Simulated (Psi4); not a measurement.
Process, species as SMILES: N#N (N2) + H+ → [NH+]#N
B3LYP-D3(BJ)/def2-TZVP geometries, fixed; electronic energies without zero-point terms; positive where energy is released.
Largest species:
```
N
N 1 1.0860
H 1 1.0380 2 180.00
```
Charge +1, spin multiplicity 1.

How fast the proton affinity converges with the basis for several methods (Psi4): deviation from each method's own reference, in kcal/mol. References: B3LYP 122.66 kcal/mol, the value in aug-cc-pVQZ; HF 121.26 kcal/mol, the value in aug-cc-pVQZ; MP2 121.27 kcal/mol, Hartree-Fock in aug-cc-pVQZ plus the correlation part extrapolated as X^-3 from aug-cc-pVTZ and aug-cc-pVQZ; PBE 124.26 kcal/mol, the value in aug-cc-pVQZ. Cartesian d functions, on some or all atoms, in 6-31+G*; all else is spherical. Density fitting with the program's default auxiliary sets. In correlated methods cores are frozen. Psi4's default fitting sets serve the pcseg sets less well. No added dispersion term, no relativity. 

| basis | functions | B3LYP | HF | MP2 | PBE |
|---|---|---|---|---|---|
| STO-3G | 11 | 11.27 | ___ | 20.39 | 9.80 |
| 6-31G | 20 | 4.07 | ___ | 3.69 | 4.29 |
| 3-21G | 20 | 7.33 | ___ | 9.00 | 7.07 |
| def2-SVP | 33 | 1.61 | ___ | 3.42 | 1.72 |
| 6-31+G* | 40 | -3.64 | ___ | -4.00 | -3.55 |
| 6-311G** | 42 | 0.76 | ___ | 3.05 | 1.14 |
| aug-cc-pVQZ | 206 | 0.00 | ___ | 0.18 | 0.00 |
| pcseg-4 | 263 | 0.04 | ___ | 0.32 | 0.04 |

Task: Fill in the missing entries.

Result: 
- STO-3G, HF: 17.02
- 6-31G, HF: 1.29
- 3-21G, HF: 4.25
- def2-SVP, HF: -0.15
- 6-31+G*, HF: -4.37
- 6-311G**, HF: -0.41
- aug-cc-pVQZ, HF: 0.00
- pcseg-4, HF: 0.12
